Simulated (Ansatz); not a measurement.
```yaml
crystal:
  periodic: [false, false, false]
  atoms:
    - {symbol: Cl, position_ang: [-2.255351, -0.299494, -0.002586]}
    - {symbol: Si, position_ang: [-0.639540, 1.025179, 0.004938]}
    - {symbol: Ge, position_ang: [1.317645, -0.265578, -0.000740]}
    - {symbol: H, position_ang: [2.189661, 1.108045, 0.006686]}
basis:
  gaussian: {orbitals: def2-TZVP}
magnetization: {spin_polarized: true, initial_magnetization: 2}
hamiltonian: {xc: pbe0}
relax: {f_tol: 0.004, max_steps: 80}
```

```sh
$ ansatz run in.yaml --threads 1 --pin off --events-out ev --progress --plain --max-ram 2176MiB
```

Steps of the relaxation (energy above the last step; positions in Å, forces in eV/Å):

```
4
step 1, 34.6 meV
Cl   -2.255   -0.299   -0.003    0.057    0.259    0.001
Si   -0.640    1.025    0.005   -0.441   -0.277   -0.002
Ge    1.318   -0.266   -0.001    0.522    0.453    0.003
H     2.190    1.108    0.007   -0.139   -0.434   -0.002
```

```
4
step 2, 21.8 meV
Cl   -2.381   -0.286   -0.003    0.283    0.043    0.000
Si   -0.706    0.948    0.005   -0.085    0.106    0.001
Ge    1.381   -0.193    0.000    0.031   -0.111   -0.001
H     2.318    1.099    0.007   -0.228   -0.038    0.000
```

```
4
step 3, 0.5 meV
Cl   -2.312   -0.287   -0.003    0.019    0.029    0.000
Si   -0.678    0.985    0.005   -0.018   -0.031    0.000
Ge    1.361   -0.225   -0.001    0.005   -0.014    0.000
H     2.241    1.095    0.007   -0.007    0.015    0.000
```

```
4
step 4, 0.3 meV
Cl   -2.311   -0.285   -0.003   -0.003    0.011    0.000
Si   -0.676    0.983    0.005    0.003   -0.013    0.000
Ge    1.363   -0.227   -0.001    0.008   -0.007    0.000
H     2.238    1.097    0.007   -0.007    0.009    0.000
```

```
4
step 5, 0.1 meV
Cl   -2.315   -0.278   -0.003   -0.020   -0.010    0.000
Si   -0.670    0.975    0.005    0.019    0.010    0.000
Ge    1.370   -0.233   -0.001    0.008    0.003    0.000
H     2.228    1.104    0.007   -0.006   -0.003    0.000
```

```
4
step 6, 0.0 meV
Cl   -2.318   -0.275   -0.002    0.000    0.000    0.000
Si   -0.667    0.972    0.005    0.000    0.000    0.000
Ge    1.373   -0.235   -0.001    0.000   -0.001    0.000
H     2.224    1.106    0.007    0.000    0.001    0.000
```

Close pairs at the end: Ge3–H4 1.588 Å, Cl1–Si2 2.069 Å, Si2–Ge3 2.371 Å.

A stationary point of unrestricted PBE0 after 6 steps, with ⟨S²⟩ = 2.010 against 2.00 for a pure state; no frequencies were run, so it isn't proven a minimum. 46 s on 1 thread of Intel Xeon Platinum 8375C, shared host.
